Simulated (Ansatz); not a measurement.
# CHAl₂ (quartet): wave-function methods side by side, cc-pVDZ

One table from this session's results is given with a row withheld; the runs are named, their logs left out.

Method: cc-pVDZ, core rule «outside noble gas», up to 11 orbitals frozen; program: Ansatz 0.2.0, Gaussian basis.

Plan: UHF; CCSD(T) on ROHF; CCSD(T) on UHF; BCCD(T) on ROHF; CISD; CCSDT(Q) on ROHF; CCSDT(Q) on UHF.

28 further runs of the same task are left out: 16 that didn't finish, 12 set aside as unsound or not needed.

### The geometry

The geometry is a PBE0/def2-TZVP stationary point (not a proven minimum).

4 atoms, charge 0, spin multiplicity 4.

Atoms are counted from 1 here; the program's logs count them from 0.

Bond lengths: Al1–Al2 2.655 Å, Al1–H4 1.829 Å, Al2–C3 1.943 Å, Al2–H4 1.900 Å. Angles: Al2–Al1–H4 45.7°, Al1–Al2–C3 150.5°, Al1–Al2–H4 43.5°, C3–Al2–H4 106.9°, Al1–H4–Al2 90.8°.

Set-up of the first run:

in.yaml

```yaml
crystal:
  periodic: [false, false, false]
  atoms:
    - {symbol: Al, position_ang: [0.000000, 0.095787, 1.875075]}
    - {symbol: Al, position_ang: [0.000000, -0.309421, -0.748437]}
    - {symbol: C, position_ang: [0.000000, 0.379708, -2.565554]}
    - {symbol: H, position_ang: [0.000000, 1.194137, 0.412395]}
basis:
  gaussian: {orbitals: cc-pVDZ}
magnetization: {spin_polarized: true, initial_magnetization: 3}
hamiltonian: {xc: hf}
output: {orbitals: {seedname: orbitals}}
```

Command:

```console
$ ansatz run in.yaml --threads 1 --pin off --events-out ev --progress --plain --max-ram 2393MiB
```

Steps of the session up to this table: UHF; CCSD(T) on ROHF; CCSD(T) on UHF; BCCD(T) on ROHF; CISD; CCSDT(Q) on ROHF; CCSDT(Q) on UHF.

One table of the session follows, with a row left open; its other results are not shown here.

It belongs to the step «Misses and costs». 

```
   method  from RCCSDT(Q) (kcal/mol)
     ROHF                    +144.56
      UHF                    +142.01
     RMP2                     +38.71
     UMP2                     +39.04
     CISD                     +21.79
    RCCSD                      +7.37
    UCCSD                      +7.23
 RCCSD(T)                      +2.07
 UCCSD(T)                      +2.03
  BCCD(T)                      +1.93
   RCCSDT                          ?
   UCCSDT                      +0.41
RCCSDT(Q)                          0
UCCSDT(Q)                      -0.05
```

Q: Estimate the row for RCCSDT from the others.

The run gave: from RCCSDT(Q) (kcal/mol): +0.45. In the column «from RCCSDT(Q) (kcal/mol)» it lies between UCCSDT (+0.41) and BCCD(T) (+1.93).

With the free atoms at the same levels and basis (separate runs), the atomisation energy is 6.331 eV at RCCSDT(Q), 6.271 eV at RCCSD(T), 6.270 eV at UCCSD(T), 4.994 eV at ROHF.

To keep in mind: Warnings: spin contamination; coupled cluster took another determinant than the lowest; large T1 diagnostic. Restricted and unrestricted rows rest on different reference determinants; where their highest levels disagree by more than a few hundredths of an eV, they describe different states and don't form one ladder.
